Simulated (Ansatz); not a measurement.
Cu3AsS4 (Pmn2₁, No. 31) was calculated with r²SCAN (Ansatz, a quantum-chemistry and plane-wave program, PAW).

Numerical settings: plane-wave cutoff 560 eV, 6×6×6 k mesh, Fermi–Dirac smearing 0.01 eV, no spin polarisation, scalar-relativistic PAW data made under PBE.

Properties against volume:

Shape and atoms are relaxed at each volume.

```tsv
V (Å³/atom)	P (GPa)	direct gap at Γ (eV)
17.367	3.66	0.298
17.729	1.72	0.226
18.090	0.00	0.159
18.452	-1.54	0.097
18.814	-2.90	0.040
```

Measured, for comparison: band gap 1.24 eV (temperature not stated, no zero-point or thermal correction; as tabulated in Kim et al. (2020), doi:10.1038/s41597-020-00723-8).

Note: the bulk modulus comes from volumes at which shape and atoms were relaxed.

Spin–orbit coupling is not included.
